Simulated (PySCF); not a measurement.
**Carbon: a sound run and one with changed settings**

Sound run: C [He] 2s2 2p2, C⁺ [He] 2s2 2p1. All numbers are calculated (PySCF 2.14, the non-relativistic Hamiltonian (point nucleus), in def2-SVP (3s2p1d, 14 functions)). In the sound run the correlated levels freeze 1s2. The sound run starts from symmetry-adapted Hartree-Fock orbitals and uses a fine grid where one is needed.

A second run was set up differently.

```
species   method  sound run (hartree)  changed run (hartree)  converged
      C      MP2            -37.69532              -37.65059        yes
      C  CCSD(T)            -37.71541              -37.65242        yes
```

Ionisation energy of C:

```
 method  sound run (eV)  changed run (eV)
    UHF          10.913            10.913
    MP2          11.138            11.059
SCS-MP2          11.027            10.961
   CCSD          10.981            11.109
CCSD(T)          10.988            11.109
  CCSDT             n/a            11.109
    FCI             n/a            11.109
```

Problem. What was changed?
A. minimal basis
B. all electrons correlated in a valence basis
C. a valence shell is frozen
D. level shift left on

Solution. C. Freezing a valence shell removes pair correlation that changes on ionisation.
